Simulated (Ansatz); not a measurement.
Input for Ansatz (a quantum-chemistry and plane-wave program): U-B3LYP-D3(BJ)/def2-TZVP on C2H5 (SMILES [CH2]C), 2S+1 = 2.

Ansatz 0.2 input:
```yaml
crystal:
  periodic: [false, false, false]
  atoms:
    - {symbol: C, position_ang: [0.84843690, -0.10173763, -0.01582414]}
    - {symbol: C, position_ang: [-0.63581776, 0.07995988, -0.03834940]}
    - {symbol: H, position_ang: [1.52620431, 0.76070646, -0.02116620]}
    - {symbol: H, position_ang: [1.23098575, -1.09030474, 0.04360661]}
    - {symbol: H, position_ang: [-1.05443757, -0.26171404, 0.93722245]}
    - {symbol: H, position_ang: [-0.84404090, 1.09997356, -0.17362847]}
    - {symbol: H, position_ang: [-1.14793668, -0.54358613, -0.84365205]}
basis:
  gaussian:
    orbitals: def2-TZVP
hamiltonian:
  xc: b3lyp
  dispersion: d3bj
magnetization: {spin_polarized: true, initial_magnetization: 1}
relax: {f_tol: 0.003, max_steps: 120}
```

It printed:

```
WARN ansatz: RAYON_NUM_THREADS=1 ignored (pool sized by the plan → 1); use --threads N
Functional definition: B3LYP
integrals: 0.02 GiB planned
580 factors; their error is unknown
mean field: 0.25 GiB planned
mean field evaluation 1: about -2148.4325 eV, gradient 3.7e1 eV
mean field evaluation 2: about -2145.2938 eV, gradient 4.3e1 eV
mean field evaluation 4: about -2154.8460 eV, gradient 4.9e-1 eV
mean field evaluation 8: about -2154.8333 eV, gradient 2.8e-1 eV
mean field evaluation 16: about -2154.8335 eV, gradient 9.1e-6 eV
mean field -2154.83354402 eV, -79.1886721439 hartree, gradient 9.2e-6 eV, S^2 0.754118; 0 other end points of the search recorded, 0 dependent functions left out
the calculation of the forces begins
reference -2154.83375915 eV, -79.1886800498 hartree; 9, 8 occupied and 83, 84 virtual orbitals, 580 factors
relax step   1: F+E_penalty+E_count = -2154.95993664 eV  Δ(F+E_penalty+E_count) = +0.000e0 eV  max|allowed force component| = 1.953e0 eV/Å  Δτ_max = 0.0000 Å  (27 SCF iters, accepted)
these checks for a lower state are left out or cut short: starts, cluster_reference, orbital_swaps, neighbouring_geometries, increment
integrals: 0.02 GiB planned
580 factors; their error is unknown
mean field: 0.25 GiB planned
mean field -2154.92743131 eV, -79.1921224385 hartree, gradient 1.7e-5 eV, S^2 0.754056; 0 other end points of the search recorded, 0 dependent functions left out
the calculation of the forces begins
reference -2154.92764644 eV, -79.1921303441 hartree; 9, 8 occupied and 83, 84 virtual orbitals, 580 factors
relax step   2: F+E_penalty+E_count = -2155.05359111 eV  Δ(F+E_penalty+E_count) = -9.365e-2 eV  max|allowed force component| = 7.201e-1 eV/Å  Δτ_max = 0.0501 Å  (30 SCF iters, accepted)
these checks for a lower state are left out or cut short: starts, cluster_reference, orbital_swaps, neighbouring_geometries, increment
integrals: 0.02 GiB planned
580 factors; their error is unknown
mean field: 0.25 GiB planned
mean field -2154.93552820 eV, -79.1924199937 hartree, gradient 1.6e-5 eV, S^2 0.754020; 0 other end points of the search recorded, 0 dependent functions left out
the calculation of the forces begins
reference -2154.93574308 eV, -79.1924278901 hartree; 9, 8 occupied and 83, 84 virtual orbitals, 580 factors
relax step   3: F+E_penalty+E_count = -2155.06162342 eV  Δ(F+E_penalty+E_count) = -8.032e-3 eV  max|allowed force component| = 1.166e-1 eV/Å  Δτ_max = 0.0187 Å  (30 SCF iters, accepted)
these checks for a lower state are left out or cut short: starts, cluster_reference, orbital_swaps, neighbouring_geometries, increment
integrals: 0.02 GiB planned
580 factors; their error is unknown
mean field: 0.25 GiB planned
mean field evaluation 32: about -2154.9444 eV, gradient 9.3e-1 eV
mean field -2154.93663400 eV, -79.1924606309 hartree, gradient 1.6e-5 eV, S^2 0.754029; 0 other end points of the search recorded, 0 dependent functions left out
the calculation of the forces begins
reference -2154.93684905 eV, -79.1924685339 hartree; 9, 8 occupied and 83, 84 virtual orbitals, 580 factors
relax step   4: F+E_penalty+E_count = -2155.06275286 eV  Δ(F+E_penalty+E_count) = -1.129e-3 eV  max|allowed force component| = 5.547e-2 eV/Å  Δτ_max = 0.0291 Å  (29 SCF iters, accepted)
these checks for a lower state are left out or cut short: starts, cluster_reference, orbital_swaps, neighbouring_geometries, increment
integrals: 0.02 GiB planned
580 factors; their error is unknown
mean field: 0.25 GiB planned
mean field -2154.93737490 eV, -79.1924878586 hartree, gradient 1.9e-5 eV, S^2 0.754017; 0 other end points of the search recorded, 0 dependent functions left out
the calculation of the forces begins
reference -2154.93759036 eV, -79.1924957766 hartree; 9, 8 occupied and 83, 84 virtual orbitals, 580 factors
relax step   5: F+E_penalty+E_count = -2155.06349305 eV  Δ(F+E_penalty+E_count) = -7.402e-4 eV  max|allowed force component| = 4.733e-3 eV/Å  Δτ_max = 0.0470 Å  (29 SCF iters, accepted)
these checks for a lower state are left out or cut short: starts, cluster_reference, orbital_swaps, neighbouring_geometries, increment
integrals: 0.02 GiB planned
580 factors; their error is unknown
mean field: 0.25 GiB planned
mean field -2154.92168299 eV, -79.1919111915 hartree, gradient 6.8e-5 eV, S^2 0.754105; 0 other end points of the search recorded, 0 dependent functions left out
the calculation of the forces begins
reference -2154.92190352 eV, -79.1919192958 hartree; 9, 8 occupied and 83, 84 virtual orbitals, 580 factors
relax step   6: F+E_penalty+E_count = -2155.04767672 eV  Δ(F+E_penalty+E_count) = +1.582e-2 eV  max|allowed force component| = 6.849e-1 eV/Å  Δτ_max = 0.1961 Å  (28 SCF iters, rejected (line search))
these checks for a lower state are left out or cut short: starts, cluster_reference, orbital_swaps, neighbouring_geometries, increment
integrals: 0.02 GiB planned
580 factors; their error is unknown
mean field: 0.25 GiB planned
mean field -2154.93788376 eV, -79.1925065589 hartree, gradient 1.8e-5 eV, S^2 0.754010; 0 other end points of the search recorded, 0 dependent functions left out
the calculation of the forces begins
reference -2154.93810002 eV, -79.1925145062 hartree; 9, 8 occupied and 83, 84 virtual orbitals, 580 factors
relax step   7: F+E_penalty+E_count = -2155.06400973 eV  Δ(F+E_penalty+E_count) = -5.167e-4 eV  max|allowed force component| = 4.210e-3 eV/Å  Δτ_max = 0.0426 Å  (29 SCF iters, accepted)
these checks for a lower state are left out or cut short: starts, cluster_reference, orbital_swaps, neighbouring_geometries, increment
integrals: 0.02 GiB planned
580 factors; their error is unknown
mean field: 0.25 GiB planned
mean field evaluation 64: about -2154.9376 eV, gradient 3.6e-3 eV
mean field -2154.93758070 eV, -79.1924954214 hartree, gradient 1.1e-5 eV, S^2 0.754027; 0 other end points of the search recorded, 0 dependent functions left out
the calculation of the forces begins
reference -2154.93779971 eV, -79.1925034702 hartree; 9, 8 occupied and 83, 84 virtual orbitals, 580 factors
relax step   8: F+E_penalty+E_count = -2155.06368857 eV  Δ(F+E_penalty+E_count) = +3.212e-4 eV  max|allowed force component| = 1.839e-1 eV/Å  Δτ_max = 0.0975 Å  (29 SCF iters, rejected (line search))
these checks for a lower state are left out or cut short: starts, cluster_reference, orbital_swaps, neighbouring_geometries, increment
integrals: 0.02 GiB planned
580 factors; their error is unknown
mean field: 0.25 GiB planned
mean field -2154.93828054 eV, -79.1925211401 hartree, gradient 1.7e-5 eV, S^2 0.754004; 0 other end points of the search recorded, 0 dependent functions left out
the calculation of the forces begins
reference -2154.93849770 eV, -79.1925291206 hartree; 9, 8 occupied and 83, 84 virtual orbitals, 580 factors
relax step   9: F+E_penalty+E_count = -2155.06441516 eV  Δ(F+E_penalty+E_count) = -4.054e-4 eV  max|allowed force component| = 3.300e-3 eV/Å  Δτ_max = 0.0369 Å  (29 SCF iters, accepted)
these checks for a lower state are left out or cut short: starts, cluster_reference, orbital_swaps, neighbouring_geometries, increment
integrals: 0.02 GiB planned
580 factors; their error is unknown
mean field: 0.25 GiB planned
mean field -2154.93858340 eV, -79.1925322701 hartree, gradient 2.1e-5 eV, S^2 0.754009; 0 other end points of the search recorded, 0 dependent functions left out
the calculation of the forces begins
reference -2154.93880192 eV, -79.1925403007 hartree; 9, 8 occupied and 83, 84 virtual orbitals, 580 factors
relax step  10: F+E_penalty+E_count = -2155.06471336 eV  Δ(F+E_penalty+E_count) = -2.982e-4 eV  max|allowed force component| = 4.884e-2 eV/Å  Δτ_max = 0.0500 Å  (28 SCF iters, accepted)
these checks for a lower state are left out or cut short: starts, cluster_reference, orbital_swaps, neighbouring_geometries, increment
integrals: 0.02 GiB planned
580 factors; their error is unknown
mean field: 0.25 GiB planned
mean field -2154.93866921 eV, -79.1925354238 hartree, gradient 1.6e-5 eV, S^2 0.754007; 0 other end points of the search recorded, 0 dependent functions left out
the calculation of the forces begins
reference -2154.93888787 eV, -79.1925434592 hartree; 9, 8 occupied and 83, 84 virtual orbitals, 580 factors
relax step  11: F+E_penalty+E_count = -2155.06480225 eV  Δ(F+E_penalty+E_count) = -8.889e-5 eV  max|allowed force component| = 3.617e-2 eV/Å  Δτ_max = 0.0095 Å  (30 SCF iters, accepted)
these checks for a lower state are left out or cut short: starts, cluster_reference, orbital_swaps, neighbouring_geometries, increment
integrals: 0.02 GiB planned
580 factors; their error is unknown
mean field: 0.25 GiB planned
mean field -2154.93866913 eV, -79.1925354208 hartree, gradient 1.6e-5 eV, S^2 0.753984; 0 other end points of the search recorded, 0 dependent functions left out
the calculation of the forces begins
reference -2154.93888835 eV, -79.1925434768 hartree; 9, 8 occupied and 83, 84 virtual orbitals, 580 factors
relax step  12: F+E_penalty+E_count = -2155.06482637 eV  Δ(F+E_penalty+E_count) = -2.411e-5 eV  max|allowed force component| = 2.695e-2 eV/Å  Δτ_max = 0.0341 Å  (29 SCF iters, accepted)
these checks for a lower state are left out or cut short: starts, cluster_reference, orbital_swaps, neighbouring_geometries, increment
integrals: 0.02 GiB planned
580 factors; their error is unknown
mean field: 0.25 GiB planned
mean field evaluation 96: about -2154.9541 eV, gradient 6.2e-4 eV
mean field -2154.93878184 eV, -79.1925395627 hartree, gradient 1.6e-5 eV, S^2 0.753997; 0 other end points of the search recorded, 0 dependent functions left out
the calculation of the forces begins
reference -2154.93900100 eV, -79.1925476165 hartree; 9, 8 occupied and 83, 84 virtual orbitals, 580 factors
relax step  13: F+E_penalty+E_count = -2155.06492593 eV  Δ(F+E_penalty+E_count) = -9.956e-5 eV  max|allowed force component| = 7.363e-3 eV/Å  Δτ_max = 0.0055 Å  (30 SCF iters, accepted)
these checks for a lower state are left out or cut short: starts, cluster_reference, orbital_swaps, neighbouring_geometries, increment
integrals: 0.02 GiB planned
580 factors; their error is unknown
mean field: 0.25 GiB planned
mean field -2154.93878663 eV, -79.1925397385 hartree, gradient 1.6e-5 eV, S^2 0.753998; 0 other end points of the search recorded, 0 dependent functions left out
the calculation of the forces begins
reference -2154.93900580 eV, -79.1925477931 hartree; 9, 8 occupied and 83, 84 virtual orbitals, 580 factors
relax step  14: F+E_penalty+E_count = -2155.06492937 eV  Δ(F+E_penalty+E_count) = -3.445e-6 eV  max|allowed force component| = 2.489e-4 eV/Å  Δτ_max = 0.0020 Å  (31 SCF iters, accepted)
these checks for a lower state are left out or cut short: starts, cluster_reference, orbital_swaps, neighbouring_geometries, increment
integrals: 0.02 GiB planned
580 factors; their error is unknown
mean field: 0.25 GiB planned
mean field -2154.93878802 eV, -79.1925397896 hartree, gradient 1.6e-5 eV, S^2 0.753998; 0 other end points of the search recorded, 0 dependent functions left out
the calculation of the forces begins
reference -2154.93900723 eV, -79.1925478457 hartree; 9, 8 occupied and 83, 84 virtual orbitals, 580 factors
relax step  15: F+E_penalty+E_count = -2155.06493045 eV  Δ(F+E_penalty+E_count) = -1.074e-6 eV  max|allowed force component| = 9.013e-4 eV/Å  Δτ_max = 0.0032 Å  (31 SCF iters, accepted)
integrals: 0.02 GiB planned
580 factors; their error is unknown
mean field: 0.25 GiB planned
mean field evaluation 128: about -2154.9532 eV, gradient 2.2e-1 eV
mean field -2154.93878802 eV, -79.1925397896 hartree, gradient 1.6e-5 eV, S^2 0.753998; 1 other end points of the search recorded, 0 dependent functions left out
the calculation of the forces begins
reference -2154.93900723 eV, -79.1925478457 hartree; 9, 8 occupied and 83, 84 virtual orbitals, 580 factors
Total energy: -2155.06514966 eV, -79.1971834945 hartree
Atom 0 at     0.846245    -0.109020    -0.044317 Å, force     0.000901    -0.000424    -0.000032 eV/Å
Atom 1 at    -0.625522     0.073272    -0.034431 Å, force    -0.000183     0.000235     0.000534 eV/Å
Atom 2 at     1.509113     0.702936     0.220824 Å, force    -0.000351    -0.000219    -0.000027 eV/Å
Atom 3 at     1.284576    -1.086384    -0.191385 Å, force    -0.000309     0.000548     0.000033 eV/Å
Atom 4 at    -1.053658    -0.105474     0.964131 Å, force     0.000110    -0.000011    -0.000287 eV/Å
Atom 5 at    -0.911322     1.090009    -0.314129 Å, force    -0.000042    -0.000125    -0.000156 eV/Å
Atom 6 at    -1.126037    -0.622041    -0.712484 Å, force    -0.000125    -0.000004    -0.000064 eV/Å
Dipole moment:    -0.058743     0.001538     0.025162 e Å
```

The run converged.

Cost: around 40 core-seconds (rough).
